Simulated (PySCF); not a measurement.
# BH2F (SMILES BF): M06-2X/STO-3G

Wanted: the energy of BH2F. Input form: a Python script.

The results are computed with PySCF 2.14.0.

7 further runs of the same task are left out: 7 set aside as unsound or not needed.

### 1 The structure to begin with

BH2F has 4 atoms, charge 0, and is taken as a singlet. SMILES: `BF`. The B1–H4 distance was set to 2.156 Å, away from the relaxed value. At this shape a bond of the SMILES string is far longer than usual.

Bond lengths: B1–F2 1.317 Å, B1–H3 1.197 Å. Angles: F2–B1–H3 117.8°.

### 2 A single-point energy at M06-2X/STO-3G

The input, input.py:

```python
from pyscf import gto, dft

mol = gto.Mole()
mol.atom = '''
B   -0.076500  -0.718878   0.605038
F    1.012000  -1.011578   1.285738
H   -1.061700  -1.363978   0.822038
H    0.034200   0.889600  -0.825600
'''
mol.basis = 'sto-3g'
mol.charge = 0
mol.spin = 0
mol.verbose = 3
mol.max_memory = 1860
mol.build()

mf = dft.RKS(mol)
mf.xc = 'm06-2x'
mf.conv_tol = 1e-10
mf.grids.level = 5
mf.kernel()
if not mf.converged:
    mf = mf.newton().run(mf.mo_coeff, mf.mo_occ)

e_tot = mf.e_tot
print(f'total energy: {e_tot:.8f} hartree')
```

On the command line:

```console
OMP_NUM_THREADS=1 python input.py
```

**Question.** What will come out? Wanted: total energy; dipole moment; HOMO energy; LUMO energy; HOMO–LUMO gap.

**Answer.** As computed:

Level: M06-2X/STO-3G.

| quantity | value |
| --- | --- |
| total energy | -123.98243 Eh |
| dipole moment | 1.18 D |
| HOMO energy | -5.45 eV |
| LUMO energy | 3.30 eV |
| HOMO–LUMO gap | 8.75 eV |
